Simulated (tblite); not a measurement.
Species: C4H3FN (doublet state).
Geometry (GFN2-xTB, Å), atoms numbered from 1 in this order:
```
atom  x, y, z in Å
C1     1.2871   -1.0024   -0.2888
C2     0.4702   -0.0059   -0.1329
C3     0.8978    1.3345   -0.3457
N4     1.2343    2.4151   -0.5133
C5    -1.0033   -0.0860    0.2821
F6    -1.3885   -1.3768    0.4795
H7     1.3074   -2.0625   -0.2206
H8    -1.1557    0.4555    1.2233
H9    -1.6358    0.3343   -0.5088
```

Calculated harmonic vibrations of the isolated species, GFN2-xTB (tblite), most abundant isotopes, no scaling. The method is semi-empirical: single wavenumbers can be off by several per cent or more. One conformer, not necessarily the lowest. Open shells enter through the occupations alone, without spin polarisation, and single modes of such species can be off by tens of per cent.

Harmonic wavenumbers (cm⁻¹): 63.0, 145.3, 231.1, 261.6, 429.1, 513.6, 520.7, 671.4, 702.9, 840.0, 920.2, 1055.7, 1090.2, 1187.5, 1275.8, 1408.8, 1694.9, 2383.5, 2924.7, 2931.1, 3229.4.

A = 8830, B = 2302, C = 1848 MHz; mass 84.025 u (most abundant isotopes); point group Cs, symmetry number 1; spin multiplicity 2.

Q: Zero-point energy?

A: ½Σν̃ = 12240 cm⁻¹ = 35.00 kcal/mol.

Q: What is S at 298.15 K and 1 bar for an ideal gas of classical rigid rotors and harmonic oscillators?

A: Translation 39.23, rotation 26.55, vibration 13.90, spin (R ln 2) 1.38: S = 81.1 cal/(mol K).

Q: And Cp and H(298.15 K) − H(0)?

A: Cp = 23.09 cal/(mol K), of which vibrations give 15.14 (their classical limit is 21 R = 41.7); H(298.15 K) − H(0) = 4.63 kcal/mol without the zero-point energy, 2.26 from vibrations.

Q: Which modes carry the vibrational entropy at 298.15 K?

A: 63.0 cm⁻¹: 4.36; 145.3 cm⁻¹: 2.73; 231.1 cm⁻¹: 1.87; 261.6 cm⁻¹: 1.65; 429.1 cm⁻¹: 0.86; 513.6 cm⁻¹: 0.62 cal/(mol K); the other 15 give 1.79 together.

Q: What must be added to the electronic energy to get the Gibbs energy at 298.15 K and 1 bar?

A: ZPE + [H(298.15 K) − H(0)] − T·S = 35.00 + 4.63 − 24.17 = 15.46 kcal/mol.

Hindered rotation and anharmonicity are outside this model. Other conformers, if any are populated, would add a mixing term that is left out.
